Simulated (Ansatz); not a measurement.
## Other spins and charges of BS, doublet at one geometry

Geometry (PBE0/def2-TZVP stationary point for this spin):

```yaml
atoms:
  - { symbol: B, position_ang: [0.0000, 0.0000, 0.0000] }
  - { symbol: S, position_ang: [0.0000, 0.0000, 1.6077] }
```

Basis cc-pVDZ; Ansatz 0.2.0. Correlated methods freeze the noble-gas cores. R marks a restricted (for open shells ROHF) determinant, U an unrestricted one. Active spaces: valence = (9e, 8o) chosen from the atoms' valence shells.

Gaps are energies of the second state less the first, at fixed atoms, for a selection of the levels run; each method lands on the state that its own search finds for that charge and spin.

For open shells CISD and CISDTQ are restricted-active-space CI with the open shells as a complete middle space. The determinant of the BS quartet fills πx and πy unequally, so it is a mixture of Σ and Δ, which weighs on every level built on one determinant.

Quartet less doublet: 4.138 eV at full CI (doublet A1, quartet A1, in C2v).

By full CI's occupations no single determinant describes the quartet well.

```
                   level  gap (eV)  error (meV)
                     RHF     3.271         -867
                     UHF     3.224         -914
                    RMP2     4.428          290
                    UMP2     4.418          280
                    CISD     4.094          -44
                   RCCSD     4.244          106
                   UCCSD     4.247          109
                RCCSD(T)     4.364          226
                UCCSD(T)     4.362          224
                 BCCD(T)     4.365          227
                 RCCSDT*     4.184           46
                 UCCSDT*     4.190           52
                  CISDTQ     4.135           -3
              RCCSDT(Q)*     4.124          -14
              UCCSDT(Q)*     4.135           -3
                RCCSDTQ*     4.141            3
                UCCSDTQ*     4.142            4
  CASSCF (valence space)     4.319          181
  NEVPT2 (valence space)     4.214           76
  MRCISD (valence space)     4.168           30
MRCISD+Q (valence space)     4.144            6
                  r2SCAN     4.247          109
```

An asterisk marks runs whose energy the program itself flagged as in doubt.

Q: PBE gives 11.406 eV for removing an electron, to the triplet. Estimate what full CI gives in cc-pVDZ.

A: Full CI in cc-pVDZ gives 11.139 eV, so against it PBE is off by 0.267 eV.

```csv
level,gap (eV),error (meV)
RHF,10.017,-1122
UHF,10.020,-1119
RMP2,11.190,51
UMP2,11.183,44
CISD,10.875,-264
RCCSD,11.032,-107
UCCSD,11.032,-107
RCCSD(T),11.136,-3
UCCSD(T),11.128,-11
BCCD(T),11.135,-4
RCCSDT,11.133,-6
UCCSDT,11.133,-6
CISDTQ,11.113,-26
RCCSDT(Q),11.138,-1
UCCSDT(Q),11.142,3
RCCSDTQ,11.139,0
UCCSDTQ,11.139,0
CASSCF (valence space),10.449,-690
NEVPT2 (valence space),11.034,-105
MRCISD (valence space),11.084,-55
MRCISD+Q (valence space),11.149,10
r2SCAN,11.411,272
PBE0,11.338,199
B3LYP,11.349,210
wB97M-V,11.255,116
B2PLYP,11.263,124
RPA-PBE,11.147,8
```

In so small a basis the reference is far from its limit while semilocal and hybrid functionals are nearer theirs (RPA and double hybrids share much of the reference's basis error), so the functionals' errors here hold much of the reference's basis and frozen-core error, which can add to them or hide them.

Full CI is exact within this basis and frozen core; it isn't the basis-set limit. The frozen core follows each run's orbitals, which can shift R against U totals by a few meV.
